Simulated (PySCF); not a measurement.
P₂⁺ at M06-L

Level: M06-L. P def2-SVP; no relativity (PySCF 2.14).

For P₂⁺, the state is ²Πu (doublet), unpaired electrons π ↑, the bond length is 1.990 Å and the harmonic wavenumber is 703 cm⁻¹. The force constant is 4.51 mdyn/Å. The rotational constant Be is 0.2748 cm⁻¹, the anharmonicity ωexe is 2.43 cm⁻¹ and the vibration–rotation constant αe is 0.00131 cm⁻¹. The well depth De to P⁺ + P is 4.96 eV, the dissociation energy D0 is 4.92 eV and the bond order (Mayer) is 2.43.

The state was picked by a PBE0 search and need not be the measured ground state.
